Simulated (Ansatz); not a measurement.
Basis sets over 5 cases of the bond dissociation energy at wB97M-V with Ansatz (Al to Cl present), each against its own reference: (a) the value in aug-cc-pV5Z; (b) the value in aug-pcseg-3; (c) the value in pcseg-4. By their distance from other large sets or by the extrapolation step the references are unsure by up to roughly 0.11 kcal/mol. B3LYP-D3(BJ)/def2-TZVP geometries; electronic energies; unrestricted open shells; VV10 in the functional; no relativity. Cartesian d functions in some cases of 6-31G*, 6-31+G*, 6-311G**. (X+d) sets on Al to Cl for cc-pVXZ and aug-cc-pVXZ. 

Cases are drawn at random; left out are references unsure by over 0.67 kcal/mol, doubtful singlets, and cases whose largest runs show a restricted determinant unstable towards unrestricted orbitals, <S^2> over 0.1 too high or, where CCSD(T) ran, T1 over 0.025 (0.045 for open shells). Sets are drawn from those converged to one state in every case.

Cases (SMILES) and reference values:
- ClCl (Cl2) → 2 Cl atom: 60.80 kcal/mol (a)
- C(Cl)Cl → Cl[CH]Cl + H atom: 102.42 kcal/mol (b)
- ClC (CH3-Cl) → [CH3] (CH3) + Cl atom: 89.08 kcal/mol (c)
- ClF (F-Cl) → F atom + Cl atom: 63.90 kcal/mol (a)
- ClC (CH3-Cl) → [CH2]Cl (CH2-Cl) + H atom: 106.44 kcal/mol (c)

```json
[
 {"basis": "6-31G*", "functions over def2-SVP (largest species, mean of cases)": "1.0"},
 {"basis": "pcseg-1", "functions over def2-SVP (largest species, mean of cases)": "1.0"},
 {"basis": "6-31+G*", "functions over def2-SVP (largest species, mean of cases)": "1.2"},
 {"basis": "cc-pVDZ", "functions over def2-SVP (largest species, mean of cases)": "1.2"},
 {"basis": "6-311G**", "functions over def2-SVP (largest species, mean of cases)": "1.4"},
 {"basis": "def2-SVPD", "functions over def2-SVP (largest species, mean of cases)": "1.5"},
 {"basis": "pcseg-2", "functions over def2-SVP (largest species, mean of cases)": "2.1"},
 {"basis": "def2-TZVPD", "functions over def2-SVP (largest species, mean of cases)": "2.5"},
 {"basis": "jun-cc-pV(T+d)Z", "functions over def2-SVP (largest species, mean of cases)": "2.7"},
 {"basis": "aug-cc-pVQZ", "functions over def2-SVP (largest species, mean of cases)": "5.8"}
]
```

Which is the smallest of these sets that keeps every case within 2 kcal/mol of its reference, together with its larger relatives (same family, alike in diffuse functions, listed or not)?

Among the sets for which every case ran a larger relative (same family, alike in diffuse functions, listed or not), the smallest listed that holds all cases within 2 kcal/mol together with them is def2-TZVPD, at 2.5 times the functions of def2-SVP. Inside, though some case ran no larger relative to test it: aug-cc-pVQZ. Largest deviations of relatives not listed, over the cases that ran them: def2-TZVPPD 0.70, aug-cc-pVTZ 0.44, aug-cc-pV5Z 0.00, def2-QZVPPD 0.19 kcal/mol. These figures hold for the cases listed.
```tsv
basis	mean absolute	largest	within 2 kcal/mol
6-31G*	3.87	8.51	1 of 5
pcseg-1	4.04	8.38	2 of 5
6-31+G*	4.15	9.33	1 of 5
cc-pVDZ	2.19	5.52	3 of 5
6-311G**	4.98	10.54	3 of 5
def2-SVPD	3.82	8.93	2 of 5
pcseg-2	0.96	2.12	4 of 5
def2-TZVPD	0.32	0.74	5 of 5
jun-cc-pV(T+d)Z	0.40	0.73	5 of 5
aug-cc-pVQZ	0.07	0.14	5 of 5
```

Ansatz is a quantum-chemistry and plane-wave program.
